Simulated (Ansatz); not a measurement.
A run for Ansatz (an electronic-structure program): R-B2PLYP/def2-TZVPPD on ClH3S (a complex). Files ending in .json are basis or fitting sets from the Basis Set Exchange.

Ansatz 0.2 input:
```yaml
crystal:
  periodic: [false, false, false]
  atoms:
    - {symbol: Cl, position_ang: [-1.91163600, -0.00001100, 0.00349800]}
    - {symbol: H, position_ang: [-0.62731700, -0.00005800, -0.10405100]}
    - {symbol: S, position_ang: [1.84252900, 0.00001300, -0.10154300]}
    - {symbol: H, position_ang: [1.82277900, -0.96181000, 0.83465000]}
    - {symbol: H, position_ang: [1.82187700, 0.96186000, 0.83462200]}
basis:
  gaussian:
    orbitals: def2-TZVPPD.json
hamiltonian:
  xc: {name: B2PLYP}
magnetization: {spin_polarized: false}
correlation: {electrons: outside_noble_gas}
scf: {lower_state_search: off}
```

The log:

```
WARN ansatz: RAYON_NUM_THREADS=2 ignored (pool sized by the plan → 2); use --threads N
Functional definition: B2PLYP
these checks for a lower state are left out or cut short: stability, starts, cluster_reference, orbital_swaps, neighbouring_geometries, increment
integrals: 0.15 GiB planned
853 factors; integrals over basis functions are off by at most 1.3e-3 eV
mean field: 0.59 GiB planned
mean field evaluation 1: about -23396.8390 eV, gradient 1.3e1 eV
mean field evaluation 2: about -23396.8689 eV, gradient 1.3e1 eV
mean field evaluation 4: about -23397.3833 eV, gradient 9.2e-1 eV
mean field evaluation 8: about -23397.3871 eV, gradient 1.7e-2 eV
mean field evaluation 16: about -23397.3871 eV, gradient 9.4e-6 eV
mean field -23397.38706061 eV, -859.8381151590 hartree, gradient 9.4e-6 eV, S^2 0.000000; 0 other end points of the search recorded, 0 dependent functions left out
10 core orbitals not correlated
reference -23397.38723637 eV, -859.8381216178 hartree; 8, 8 occupied and 135, 135 virtual orbitals, 853 factors
second order -13.32750153 eV of doubles, -0.00000000 eV of singles
Total energy: -23400.98566178 eV, -859.9703613126 hartree
Checks for a lower state left out: stability, starts, cluster_reference, orbital_swaps, neighbouring_geometries, increment
```

Self-consistency was reached.

Cost: very roughly 1.4 core-seconds.
